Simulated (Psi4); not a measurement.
**HNO (nitroxyl), run twice**

Aim: a single-point energy of HNO (nitroxyl) at FT97/6-311++G** (density fitting, IEF-PCM tetrahydrofuran).

Program for the calculation: Psi4 1.11.

3 further runs of the same task are left out: 2 that didn't finish, 1 set aside as unsound or not needed.

**1. Starting point**

HNO has 3 atoms, charge 0, and is taken as a singlet. As SMILES, `N=O`. The shape is that of a GFN2-xTB optimisation.

Bond lengths: N1–O2 1.201 Å, N1–H3 1.062 Å. Angles: O2–N1–H3 112.4°.

**2. Try one**

run.py reads:

```python
import psi4

psi4.set_memory('1600 MB')
psi4.set_num_threads(1)
psi4.core.set_output_file('run.log', False)

molecule = psi4.geometry("""
1 1
N     -0.52145103     0.56166440    -0.21690276
O      1.45240570     0.78996221     0.88089583
H     -0.93095468    -1.35160771    -0.66401197
units au
symmetry c1
""")

psi4.set_options(dict(basis='6-311++G**', reference='rks', pcm=True))
psi4.pcm_helper("""
  Units = Angstrom
  Medium {
    SolverType = IEFPCM
    Solvent = THF
  }
  Cavity {
    Type = GePol
    RadiiSet = UFF
    Scaling = False
    Area = 0.4
    Mode = Implicit
  }
""")

energy_value, wavefunction = psi4.energy("FT97", molecule=molecule, return_wfn=True)
print(f'FT97 energy: {energy_value:.10f} Eh')
```

On the command line:

```console
$ python run.py
```

stdout:

```text
qcelemental.exceptions.ValidationError: Inconsistent or unspecified chg/mult: sys chg: None, frag chg: [1.0], sys mult: None, frag mult: [1]
```

It took 1 s on 1 thread of AMD EPYC 7B13 (Zen 3), shared host; peak memory 0.13 GiB.

**3. Diagnosis**

The input was rejected.

The log says `qcelemental.exceptions.ValidationError: Inconsistent or unspecified chg/mult: sys chg: None, frag chg: [1.0], sys mult: None, frag mult: [1]`. What is wrong: charge and multiplicity as typed don't fit the electron count or the species meant. To mend it: charge 0 in place of 1. That is the species meant; for the charge typed, the multiplicity would have to change.

**4. Second attempt**

run.py reads:

```python
import psi4

psi4.set_memory('1600 MB')
psi4.set_num_threads(1)
psi4.set_output_file('psi4.out', False)

molecule = psi4.geometry("""
0 1
N     -0.52145103     0.56166440    -0.21690276
O      1.45240570     0.78996221     0.88089583
H     -0.93095468    -1.35160771    -0.66401197
units au
symmetry c1
""")

psi4.set_options({
    'basis': '6-311++G**',
    'reference': 'rks',
    'pcm': True,
})
psi4.pcm_helper("""
  Units = Angstrom
  Medium {
    SolverType = IEFPCM
    Solvent = THF
  }
  Cavity {
    Type = GePol
    RadiiSet = UFF
    Scaling = False
    Area = 0.4
    Mode = Implicit
  }
""")

energy_value = psi4.energy("FT97", molecule=molecule)
print(f'FT97 energy: {energy_value:.10f} Eh')
for k, v in sorted(psi4.core.scalar_variables().items()):
    print(f'{k:45s} {v:18.10f}')
```

On the command line:

```console
$ python run.py
```

psi4.out:

```text
[...]
  Running in c1 symmetry.
[...]
  Nuclear repulsion =   30.405126744918540
[...]
  Multiplicity = 1
[...]
  Nalpha       = 8
  Nbeta        = 8
[...]
    Number of basis functions: 51
[...]
   @DF-RKS iter   1:  -130.37668832777607   -2.27350e-01   8.82244e-03 DIIS/ADIIS
[...]
   @DF-RKS iter   8:  -130.45963340563509   -6.17851e-09   3.43573e-07 DIIS
[...]
    Orbital Energies [Eh]
    ---------------------
    Doubly Occupied:
       1A    -18.834272     2A    -14.105580     3A     -1.097289
       4A     -0.661560     5A     -0.480642     6A     -0.428881
       7A     -0.398999     8A     -0.194979
[...]
  @DF-RKS Final Energy:  -130.45963340563509
   => Energetics <=
    Nuclear Repulsion Energy =             30.4051267449185403
    One-Electron Energy =                -237.9579667363967701
    Two-Electron Energy =                  92.7983913726954484
    DFT Exchange-Correlation Energy =     -15.6999951402880438
    Empirical Dispersion Energy =           0.0000000000000000
    VV10 Nonlocal Energy =                  0.0000000000000000
    PCM Polarization Energy =              -0.0051896465642395
    Total Energy =                       -130.4596334056350884
[...]
 Multipole Moments:
 ------------------------------------------------------------------------------------
     Multipole            Electronic (a.u.)      Nuclear  (a.u.)        Total (a.u.)
 ------------------------------------------------------------------------------------
 L = 1.  Multiply by 2.5417464519 to convert [e a0] to [Debye]
 Dipole X            :          0.4856012           -0.8484865           -0.3628854
 Dipole Y            :          0.2762943           -0.9813969           -0.7051025
 Dipole Z            :          0.0000000           -0.0000000            0.0000000
 Magnitude           :                                                    0.7930040
[...]
```

Standard output:

```text
FT97 energy: -130.4596334056 Eh
CURRENT ENERGY                                   -130.4596334056
CURRENT REFERENCE ENERGY                         -130.4596334056
DD SOLVATION ENERGY                                 0.0000000000
DFT FUNCTIONAL TOTAL ENERGY                      -130.4544437591
DFT TOTAL ENERGY                                 -130.4544437591
DFT VV10 ENERGY                                     0.0000000000
DFT XC ENERGY                                     -15.6999951403
GRID ELECTRONS ALPHA                                7.9999999623
GRID ELECTRONS BETA                                 7.9999999623
GRID ELECTRONS TOTAL                               15.9999999246
NUCLEAR REPULSION ENERGY                           30.4051267449
ONE-ELECTRON ENERGY                              -237.9579667364
PCM POLARIZATION ENERGY                            -0.0051896466
PE ENERGY                                           0.0000000000
SCF ITERATION ENERGY                             -130.4596334056
SCF ITERATIONS                                      8.0000000000
SCF TOTAL ENERGY                                 -130.4596334056
TWO-ELECTRON ENERGY                                92.7983913727
XC GRID RADIAL POINTS                              75.0000000000
XC GRID SPHERICAL POINTS                          302.0000000000
XC GRID TOTAL POINTS                            66711.0000000000
```

Wall time 3.9 s (1 thread of AMD EPYC 7B13 (Zen 3), shared host); peak memory 0.29 GiB.

**5. Outcome**

Level: FT97/6-311++G** (density fitting, IEF-PCM tetrahydrofuran).

| quantity | value |
| --- | --- |
| total energy | -130.45963 Eh |
| dipole moment | 2.02 D |
| HOMO energy | -5.31 eV |
| LUMO energy | -4.15 eV |
| HOMO–LUMO gap | 1.15 eV |
| solvent term in the energy | -13.6 kJ/mol |
